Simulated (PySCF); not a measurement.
Bonds (- single, = double, # triple, : aromatic): O1=C2, C2-O3, C2-C4, C4-C5, C5-C6, C6-C4. O3 carries H7; C4 carries H8; C5 carries H9, H10; C6 carries H11, H12. H9, H11 are cis to C2 on the ring; H10, H12 are trans to C2 on the ring.

GIAO shifts from PySCF 2.14.0 with density-fitted response routines on PBE0-D3(BJ)/def2-TZVP geometries (one conformer, non-relativistic, equivalent nuclei averaged), against TMS at the same level and in the same medium; PCM means IEF-PCM chloroform.

Measured (solution, not stated per compound (mostly CDCl3 or CCl4); Pretsch, Buehlmann, Badertscher, Structure Determination of Organic Compounds, 4th ed. (2009)): C4 12.7, C5/C6 8.9, H8 1.59 ppm.

Which unscaled values do B97-2/pcSseg-2, gas; WP04/pcSseg-2, PCM; wB97X-D/pcSseg-2, PCM give, and how close are they?

## Answers


```tsv
atoms	measured	B97-2/pcSseg-2, gas	WP04/pcSseg-2, PCM	wB97X-D/pcSseg-2, PCM
C4	12.7	13.3	17.7	15.2
C5/C6	8.9	12.4	15.8	13.4
H8	1.59	1.58	1.80	1.75
```

Mean absolute error for 13C: B97-2/pcSseg-2, gas 2.1, WP04/pcSseg-2, PCM 6.0, wB97X-D/pcSseg-2, PCM 3.5 ppm.

Mean absolute error for 1H: B97-2/pcSseg-2, gas 0.01, WP04/pcSseg-2, PCM 0.21, wB97X-D/pcSseg-2, PCM 0.16 ppm.

Hydrogen bonding in solution deshields acid and N–H amide carbonyl carbons by as much as 10 ppm beyond these values.
